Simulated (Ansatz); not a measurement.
`BC=O` + NH₃ → `BN` + `C=O` at 600 K and 1 bar (ligand exchange at a B–C bond).

Computed with Ansatz on PBE0-D4/def2-TZVP structures; ΔE is electronic, products minus reactants. CCSD(T)/CBS is the MP2 limit (def2-TZVPP, def2-QZVPP) plus CCSD(T) − MP2 in def2-TZVPP, frozen cores. This one scheme is used for every species.

```
species  CCSD(T)/CBS energy (Eh)  H − E (kJ/mol)  S (J/(mol·K))
 `BC=O`               -139.76288           135.1          316.8
    NH₃                -56.50880           112.4          219.5
   `BN`                -81.93499           155.9          270.2
  `C=O`               -114.39408            92.5          246.7
```

H − E and S are ideal-gas, rigid-rotor, harmonic terms from PBE0-D4/def2-TZVP. 1 Eh = 2625.50 kJ/mol, R = 8.31446 J/(mol·K).

Q: By hand: ΔE, ΔH, ΔS and ΔG.

A: ΔE = (-81.93499) + (-114.39408) − (-139.76288) − (-56.50880) = -0.05739 Eh = -150.7 kJ/mol. Δ(H − E) = 155.9 + 92.5 − 135.1 − 112.4 = 0.9, so ΔH = -149.8 kJ/mol. ΔS = 270.2 + 246.7 − 316.8 − 219.5 = -19.4 J/(mol·K). ΔG = -149.8 − 600 × (-19.4)/1000 = -138.2 kJ/mol.

Q: By hand: the equilibrium constant, and the temperature at which ΔG would vanish if ΔH and ΔS stayed fixed.

A: log₁₀ K = −ΔG/(RT ln 10) = 12.0. ΔG = 0 at ΔH/ΔS = 7722 K, far beyond where these terms or the molecules hold.

ΔH outweighs TΔS. A doubt of 5 kJ/mol in ΔE shifts log₁₀ K by 0.4 here. These are equilibria of isolated gas molecules and say nothing of rates. Largest T1 diagnostic: 0.021 (customary marks: 0.02 for closed shells, 0.045 for open ones).
